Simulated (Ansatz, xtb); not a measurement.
CHAlB: 4 structures ranked

4 gas-phase structures of CHAlB, found in a search over its isomers (lower ones may exist). Each was relaxed with GFN2-xTB:

A. `[B]1=[CH][Al]1`, a doublet
B. `[B]1=[C][AlH]1`, a doublet
C. `[CH]=[B][Al]`, a doublet
D. `B=[C][Al]`, a doublet

Problem. Make a reasoned guess at their ranking by r2SCAN-D4/def2-SVP single-point energy.

Solution. Calculated order at r2SCAN-D4/def2-SVP: A (0.0), D (3.1), C (78.4), B (97.4) kJ/mol. Less than 1 kcal/mol parts A and D, so the order within that pair means little. CCSD(T)/def2-TZVPP after further relaxation puts D lowest instead.

Energies above the lowest of each column, in kJ/mol; the last columns are at B3LYP-D4/def2-TZVP geometries and were run for some of them only (a dash: not run or not comparable):

```csv
structure,GFN2-xTB,HF/STO-3G,r2SCAN-D4/def2-SVP,B3LYP-D4/def2-TZVP,CCSD(T)/def2-TZVPP
A,59.1,76.0,0.0,33.2,21.4
D,0.0,0.0,3.1,0.0,0.0
C,106.8,93.2,78.4,104.2,136.7
B,87.7,171.3,97.4,–,–
```

CCSD(T)/def2-TZVPP puts D lowest of those it was run on; r2SCAN-D4/def2-SVP picks A. CCSD(T)/def2-TZVPP orders those it was run on as D (0.0), A (21.4), C (136.7) kJ/mol. Frequencies (B3LYP-D4/def2-TZVP) were run for A, C, D alone. Open shells are spin-unrestricted, some with notable spin contamination. Large T1 diagnostics make some coupled-cluster values less sure.

Over these structures GFN2-xTB departs from r2SCAN-D4/def2-SVP by 25.1 kJ/mol on average once a common shift is removed. A GFN2-xTB relaxation took about 0.048 s and the r2SCAN-D4/def2-SVP energy about 1.1 s on a shared host (Ansatz 0.2.0, xtb 6.7.1).
